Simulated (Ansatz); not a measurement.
Results of r²SCAN50 (Ansatz, a program for electronic structure, plane waves, PAW) for rock-salt MgS.

Settings: plane-wave cutoff 520 eV, 8×8×8 k mesh, Fermi–Dirac smearing 0.01 eV, scalar-relativistic PAW data made under PBE.

Equation-of-state points:

```json
[
 {"V (Å³/atom)": "16.373", "E − E_lowest (meV/atom)": "13.24"},
 {"V (Å³/atom)": "16.804", "E − E_lowest (meV/atom)": "3.34"},
 {"V (Å³/atom)": "17.235", "E − E_lowest (meV/atom)": "0.00"},
 {"V (Å³/atom)": "17.480", "E − E_lowest (meV/atom)": "0.74"},
 {"V (Å³/atom)": "18.096", "E − E_lowest (meV/atom)": "10.04"}
]
```

Task: Fit the third-order Birch–Murnaghan equation and give B0 and B′.

Result: V0 = 17.258 Å³/atom, B0 = 85.6 GPa, B′ = 4.0 (fit to the energies at full precision).

Measured, for comparison: bulk modulus 81 GPa, equilibrium volume per atom 17.45 Å³/atom (corrected for zero-point motion; as tabulated in Goldzak et al. (2022), arXiv:2208.04865). Computed (rounded) less measured: bulk modulus +6 %, equilibrium volume per atom -1.1 %.

Computed values are for the static lattice.
